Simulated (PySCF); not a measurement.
Cyanomethyl formate, C3H3NO2.
SMILES: `O=COCC#N`

Torsions of this conformer, `[N:1]#[C:2][CH2:3][O:4][CH:5]=[O:6]`: C2–C3–O4–C5 105°, C3–O4–C5–O6 1°.

The closed-shell ground state was solved at several levels (PySCF, density fitting, gas phase, non-relativistic). Isolated species at its PBE0-D3(BJ)/def2-SVP geometry (one conformer only).

```json
{"level": "wB97X-D/def2-SVPD", "basis functions": "150", "total energy (Eh)": "-320.9610", "HOMO (eV)": "-11.15", "LUMO (eV)": "1.08", "gap (eV)": "12.23", "dipole (D)": "3.52"}
{"level": "CAM-B3LYP/pcSseg-2", "basis functions": "258", "total energy (Eh)": "-321.2959", "HOMO (eV)": "-10.64", "LUMO (eV)": "0.40", "gap (eV)": "11.04", "dipole (D)": "3.56"}
{"level": "PBE0/pcSseg-1", "basis functions": "117", "total energy (Eh)": "-320.9053", "HOMO (eV)": "-9.10", "LUMO (eV)": "-0.63", "gap (eV)": "8.47", "dipole (D)": "3.45"}
```

**Question.** What might B3LYP/pcJ-1 (192 basis functions) give for the same quantities?

**Answer.** Total energy -321.3058 Eh, HOMO -8.81 eV, LUMO -0.91 eV, gap 7.90 eV, dipole 3.44 D.

**Question.** Over all these levels, which gives the widest orbital gap and which the narrowest?

**Answer.** wB97X-D/def2-SVPD (range-separated hybrid) has the widest, 12.23 eV, and B3LYP/pcJ-1 (global hybrid, 20 % exact exchange) the narrowest, 7.90 eV. Functional and basis both differ between the two, so the spread mixes both effects.

**Question.** How far do the dipole and the HOMO energy spread over the levels?

**Answer.** The dipole runs from 3.44 to 3.56 D (mean 3.49 D) and the HOMO from -11.15 to -8.81 eV.

The pairwise dispersion term of wB97X-D wasn't added to the energies; at a given geometry it leaves orbitals and properties as they are.
